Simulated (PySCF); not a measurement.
Several orderings of computed values.

All species are isolated and taken at one optimised geometry, non-relativistic unless stated; the electronic structure was computed with PySCF and density fitting.

The conformers computed, where there is a choice (atom-mapped SMILES and torsion angles):
- `[CH3:1][C@H:2]([F:3])[C:4](=[O:5])[Cl:6]`: C1–C2–C4–O5 106°
- `[CH2:1]=[CH:2]/[CH:3]=[CH:4]\[CH2:5][F:6]`: C1–C2–C3–C4 180°, C3–C4–C5–F6 -179°
- `[SiH3:1][O:2][C:3]1=[CH:4][CH:5]=[CH:6][SiH2:7]1`: Si1–O2–C3–C4 180°
- `[CH3:1][NH:2]/[N:3]=[C:4](/[CH3:5])[C:6]([F:7])([F:8])[F:9]`: C1–N2–N3–C4 -173°, N3–C4–C6–F7 -114°

The conformers of `C#C[Si@H]1CC[SiH2]O1` aren't listed.

(1) Rank by electronic spatial extent ⟨r²⟩ about the centre of nuclear charge, lowest first (CAM-B3LYP/def2-SVPD at GFN2-xTB geometries).
A. `[SiH3]OC1=CC=C[SiH2]1`
B. `O=C(Cl)[C@@H](F)C`
C. `C=C1CC(F)C1`
D. `C=C/C=C\CF`

(2) Rank by dipole moment, lowest first (CAM-B3LYP/def2-SVPD at GFN2-xTB geometries).
A. `C1=C([SiH2]C=C1)O[SiH3]` (C4H8OSi2)
B. `C[C@H](F)C(=O)Cl` (C3H4ClFO)
C. `CN/N=C(/C)C(F)(F)F` (C4H7F3N2)
D. `C=C/C=C\CF` (C5H7F)
E. `C#C` (C2H2)

(3) Give the two extremes of that set in atomic units.

(4) Rank by HOMO energy, lowest first (CAM-B3LYP/def2-SVPD at GFN2-xTB geometries).
A. `[SiH2]1O[Si@H](CC1)C#C` (C4H8OSi2)
B. `FC(F)(/C(=N\NC)C)F` (C4H7F3N2)
C. `FC/C=C\C=C` (C5H7F)
D. `C[C@H](F)C(=O)Cl` (C3H4ClFO)
E. `ClCC` (C2H5Cl)
F. `[SiH3]OC1=CC=C[SiH2]1` (C4H8OSi2)
G. `C=C1CC(F)C1` (C5H7F)

(5) Give the two extremes of that set in hartree.

(6) Rank by lowest triplet excitation (Tamm–Dancoff), highest first (TDA CAM-B3LYP/def2-SVPD at GFN2-xTB geometries).
A. `C#C[Si@H]1CC[SiH2]O1` (C4H8OSi2)
B. `C=C/C=C\CF` (C5H7F)
C. `CN/N=C(/C)C(F)(F)F` (C4H7F3N2)
D. `[SiH3]OC1=CC=C[SiH2]1` (C4H8OSi2)
E. `C#C` (C2H2)

(7) Rank by lowest singlet excitation, highest first (TDDFT CAM-B3LYP/def2-SVPD at GFN2-xTB geometries).
A. `[SiH3]OC1[SiH2]C=CC=1` (C4H8OSi2)
B. `C(Cl)C` (C2H5Cl)
C. `C[C@H](F)C(=O)Cl` (C3H4ClFO)
D. `C#C[Si@H]1CC[SiH2]O1` (C4H8OSi2)
E. `C=C1CC(F)C1` (C5H7F)
F. `C#C` (C2H2)

(8) Give the two extremes of that set as wavelengths.

(9) Rank by HOMO–LUMO gap, lowest first (CAM-B3LYP/def2-SVPD at GFN2-xTB geometries).
A. `C[C@H](F)C(=O)Cl` (C3H4ClFO)
B. `C#C` (C2H2)
C. `CCCl` (C2H5Cl)
D. `[SiH3]OC1=CC=C[SiH2]1` (C4H8OSi2)

(10) Give the two extremes of that set in kcal/mol.

Results:

(1) C (589 bohr²), B (717 bohr²), D (829 bohr²), A (1269 bohr²).

(2) E (0.00 D), A (0.62 D), D (1.93 D), C (2.34 D), B (3.08 D).

(3) `C#C` (acetylene): 0.00 au; `C[C@H](F)C(=O)Cl`: 1.21 au.

(4) D (-10.33 eV), E (-9.83 eV), A (-9.31 eV), G (-8.74 eV), C (-8.12 eV), B (-7.83 eV), F (-7.32 eV).

(5) `C[C@H](F)C(=O)Cl`: -0.379 Eh; `[SiH3]OC1=CC=C[SiH2]1`: -0.269 Eh.

(6) E (5.49 eV), A (5.04 eV), C (3.54 eV), B (3.12 eV), D (2.39 eV).

(7) B (7.41 eV), E (6.93 eV), F (6.73 eV), D (5.99 eV), C (5.13 eV), A (3.96 eV).

(8) `[SiH3]OC1=CC=C[SiH2]1`: 313 nm; `CCCl` (chloroethane): 167 nm.

(9) D (7.10 eV), A (9.98 eV), C (11.12 eV), B (11.64 eV).

(10) `[SiH3]OC1=CC=C[SiH2]1`: 164 kcal/mol; `C#C` (acetylene): 268 kcal/mol.
